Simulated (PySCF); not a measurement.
Compound: Si2H6.
SMILES with atom numbers: `[SiH3:1][SiH3:2]` (hydrogens: H3, H4, H5 on Si1; H6, H7, H8 on Si2)

Geometry (PBE0-D3(BJ)/def2-SVP, Å), atoms numbered from 1 in this order:
```xyz
8
Si2H6 angstrom
Si    -1.1817    0.1590   -0.0554
Si     1.1488   -0.0968    0.0054
H     -1.7797   -0.7744   -1.0592
H     -1.5283    1.5628   -0.4377
H     -1.7733   -0.1332    1.2865
H      1.5116   -1.4980    0.3803
H      1.7420    0.8388    1.0101
H      1.7312    0.2073   -1.3381
```

Jobs on this species (8 atoms, 34 electrons) with PySCF (density fitting). Hardware of each: an Arm Neoverse N1 with one thread, on a shared host. Other jobs ran on the host; a repeat could differ by tens of per cent or more. Peak memory is the resident size of the whole Python process, interpreter and libraries included.

| level and settings | work | basis functions | SCF cycles | wall time | peak memory |
| --- | --- | --- | --- | --- | --- |
| delta-SCF UKS SCAN, def2-TZVP on the ionised atom, pcseg-1 elsewhere, spin-free X2C | ΔSCF core ionisation, 2 holes | 85 | ? | ? | ? |
| delta-SCF UKS TPSS, pcX-2 on the ionised atom, pcseg-1 elsewhere, spin-free X2C | ΔSCF core ionisation, 2 holes | 108 | ? | ? | ? |
| delta-SCF UKS CAM-B3LYP, pcX-2 on the ionised atom, pcseg-1 elsewhere, spin-free X2C | ΔSCF core ionisation, 2 holes | 108 | 19 | 7.6 s | 0.37 GiB |
| delta-SCF UKS SCAN, unc-def2-TZVP on the ionised atom, pcseg-1 elsewhere, spin-free X2C | ΔSCF core ionisation, 2 holes | 111 | 23 | 7.1 s | 0.37 GiB |
| delta-SCF UKS SCAN, cc-pCVTZ on the ionised atom, pcseg-1 elsewhere, spin-free X2C | ΔSCF core ionisation, 2 holes | 107 | 23 | 8.0 s | 0.37 GiB |
| delta-SCF UKS r2SCAN, pcX-2 on the ionised atom, pcseg-1 elsewhere, spin-free X2C | ΔSCF core ionisation, 2 holes | 108 | 21 | 6.6 s | 0.30 GiB |
| delta-SCF UKS HF, pcX-2 on the ionised atom, pcseg-1 elsewhere, spin-free X2C | ΔSCF core ionisation, 2 holes | 108 | 22 | 3.1 s | 0.35 GiB |
| delta-SCF UKS SCAN, pcX-2 on the ionised atom, pcseg-1 elsewhere, non-relativistic | ΔSCF core ionisation, 2 holes | 108 | 22 | 6.3 s | 0.37 GiB |
| delta-SCF UKS PBE0, pcX-2 on the ionised atom, pcseg-1 elsewhere, spin-free X2C | ΔSCF core ionisation, 2 holes | 108 | 19 | 6.2 s | 0.35 GiB |

Question: Fill in the missing figures.

Answer: 
- delta-SCF UKS SCAN, def2-TZVP on the ionised atom, pcseg-1 elsewhere, spin-free X2C; ΔSCF core ionisation, 2 holes: 5.9 s, 0.37 GiB, 22 SCF cycles
- delta-SCF UKS TPSS, pcX-2 on the ionised atom, pcseg-1 elsewhere, spin-free X2C; ΔSCF core ionisation, 2 holes: 6.7 s, 0.35 GiB, 21 SCF cycles

Question: What do all jobs in the table cost together?

Answer: About 58 s; the longest takes about 14 % of that, and about 2.6 times as long as the shortest.
